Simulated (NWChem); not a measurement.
# Extrapolating the UMP2 correlation energy of CH₃O

```xyz
5

C      0.0733     0.5594     0.0459
O     -0.1151    -0.7753    -0.0895
H      0.6373     0.6891     1.0038
H      0.7096     1.0174    -0.7426
H     -0.8660     1.1399     0.1789
```
Charge 0, spin multiplicity 2.

All runs are NWChem calculations. All single points use one geometry, from UB3LYP/def2-SVP, a minimum by its harmonic frequencies.

The correlated methods keep 2 core orbitals frozen. The structure started from a generated list of species. No SCF solution was tested for a lower state. Open-shell Hartree-Fock references start from PBE0 orbitals; any time given for them includes that run.

Worked example. The UMP2 correlation energy is -288.00 mHa in cc-pVDZ and -369.08 mHa in cc-pVTZ. The form E(X) = E∞ + A/X³ turns the pair into an estimate of the basis-set limit.

E∞ = (3³·(-369.08) − 2³·(-288.00))/(3³ − 2³) = -403.2 mHa. The larger basis holds 92 % of that, at about 7 times the processor time of the smaller one. This is a two-point estimate, and a rough one from so small a pair.
